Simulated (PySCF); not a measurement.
Homolysis of single bonds, series acetyl-X. Gas-phase values, no solvent. One relaxed conformer stands for each flexible species; it need not be the lowest. Strings in code marks are SMILES.

Quantity: electronic energy of isomers of CN, doublet states, relative to `[C]#N`, in eV.

Level 1: B3LYP/6-31G* // PBE-D3(BJ)/def2-TZVP (PySCF)
Level 2: BP86/6-31G* // PBE-D3(BJ)/def2-TZVP (PySCF)
Level 3: PBE/6-31G* // PBE-D3(BJ)/def2-TZVP (PySCF)
Level 4: SVWN5/6-31G* // PBE-D3(BJ)/def2-TZVP (PySCF)

| species | level 1 | level 2 | level 3 | level 4 |
|---|---|---|---|---|
| `[C-]#[N+]` | 0.000 | 0.000 | 0.000 | 0.000 |
